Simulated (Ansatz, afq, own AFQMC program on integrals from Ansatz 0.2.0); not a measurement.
AFQMC on a folder of integrals that Ansatz 0.2.0 wrote.

```yaml
crystal:
  periodic: [false, false, false]
  atoms:
    - {symbol: N, position_ang: [0.008117, -0.008125, 0.008189]}
    - {symbol: H, position_ang: [0.598460, 0.584177, 0.598403]}
    - {symbol: H, position_ang: [-0.584804, -0.596372, 0.599873]}
    - {symbol: H, position_ang: [-0.726125, 0.726884, -0.732639]}
    - {symbol: H, position_ang: [0.599677, -0.601779, -0.579442]}
basis:
  gaussian: {orbitals: 6-31G}
total_charge: 1
magnetization: {spin_polarized: false}
correlation: {method: ccsd_t, electrons: outside_noble_gas, hamiltonian_folder: ham}
```

```sh
$ ansatz run in.yaml --threads 1 --pin off --events-out ev --progress --plain --max-ram 24576MiB --backend cuda --devices 0, --max-vram 18GiB
```

Options of the walk:

```
--method phaseless --trial cisd --walkers 4000 --populations 20 --least-time 60 --time-step 0.005 --steps-per-block 50 --equilibration-blocks 28 --max-blocks 4000 --target-error 0.00017 --factor-cut 1e-05 --seed 3643 --release-times 0.24,0.51,0.99,1.62,2.4 --release-step 0.03 --release-every 3 --taylor-order 6
```

Times are imaginary, in 1/Eh. The walk had a cap of 122 s. With eight or more populations the least sampling time is a fifth of least-time, and the error comes from their spread.

Output of the walk:

```
orbitals 16  electrons 4 4  factors 106 of 260
reference energy -56.48002376 Eh
CCSD correlation -0.14073953 Eh in 8 cycles, weight of the determinant in the CISD state 0.9426
energy of the start -56.620764 Eh
 block  time / (1/Eh)  mean weight  energy / Eh
     1     0.250  0.9998  -56.619502
     2     0.500  0.9998  -56.620276
     3     0.750  1.0000  -56.621149
     4     1.000  1.0001  -56.621837
     5     1.250  1.0000  -56.621854
    12     3.000  1.0000  -56.622088
    19     4.750  1.0000  -56.623059
    26     6.500  0.9998  -56.622597
    30     7.500  1.0001  -56.622013
    33     8.250  1.0000  -56.622532
    40    10.000  1.0002  -56.622750
    47    11.750  1.0002  -56.622693
    50    12.500  1.0000  -56.623623
    54    13.500  0.9999  -56.622832
    61    15.250  1.0001  -56.622970
    68    17.000  1.0000  -56.622716
    75    18.750  1.0002  -56.622735
    78    19.500  1.0001  -56.623292
error from the spread of 20 populations
released: time / (1/Eh)  energy / Eh  error  mean overlap
  0.24  -56.622775  0.000066  1.0022
  0.51  -56.622754  0.000048  1.0035
  0.99  -56.622867  0.000036  1.0048
  1.62  -56.623013  0.000051  1.0007
  2.40  -56.622928  0.000040  0.9981
energy -56.622749 +/- 0.000069 Eh
(rows thinned)
```

The run passed its tests (sampling time, drift between the halves within three errors, error under three times the target), which doesn't prove that it has relaxed.

Against this walk (error 1.9 meV) on the same determinant: CCSD(T) 9.0 meV higher, CCSDT(Q) 3.9 meV lower, CCSDTQ 3.4 meV lower (within the noise), full CI 3.9 meV lower. The error is statistical and leaves out the bias of the constraint. Released to 2.40 1/Eh the energy lies 4.9 ± 2.2 meV (both errors) below the phaseless value, which shows part or all of the bias of the constraint, and full CI lies 1.0 meV above the released value.

Cautions: constraint bias not in the error.

The walk took 12 s on 1 × NVIDIA H100 80GB HBM3 with 2 threads of AMD EPYC 7R13 Processor (Zen 3) (shared host) (the card was shared). The log's last line is the phaseless energy.

CCSDT and higher add their correlation energy to the determinant of the CCSD(T) run, since their own runs factorise the integrals more tightly (a shift of under 2 meV). A walk keeps the symmetry of its determinant, which the program's search chose and which needn't be the lowest solution, so a lower state of the same spin and another symmetry isn't excluded.
